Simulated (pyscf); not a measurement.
Thermochemistry of product channels of O=MoH(Cl)(Cl)–Cl (SMILES [O]=[MoH]([Cl])([Cl])[Cl]) + NH₃ (SMILES N) on the singlet surface, in kcal/mol, from ωB97M-D3(BJ)/def2-TZVP energies (ideal gas, 1 atm, RRHO with modes under 100 cm⁻¹ raised to 100, one conformer, R ln 2 for chiral ones without a mode under 150 cm⁻¹). PySCF, gas phase, ωB97X-D3(BJ)/def2-SVP geometries.

| products | ΔE | ΔH(298 K) | ΔG(900 K) | ΔG(1200 K) |
|---|---|---|---|---|
| H₂N–Mo(=O)(Cl)(Cl)–Cl (SMILES [NH2][Mo](=[O])([Cl])([Cl])[Cl]) + H₂ (SMILES [H][H]) | +1.8 | -1.3 | +5.2 | +6.4 |
| H₂N–MoH(OH)(Cl)(Cl)–Cl (SMILES [NH2][MoH]([OH])([Cl])([Cl])[Cl]) | +22.0 | +22.6 | +52.7 | +61.7 |

These are energies of the channels, which say nothing of barriers. O=MoH(Cl)(Cl)–Cl lies 18.4 kcal/mol over its isomer HO–Mo(Cl)(Cl)–Cl [triplet] (electronic energy, ωB97M-D3(BJ)/def2-TZVP). Elements past Kr carry the def2 core potentials, without spin-orbit coupling.
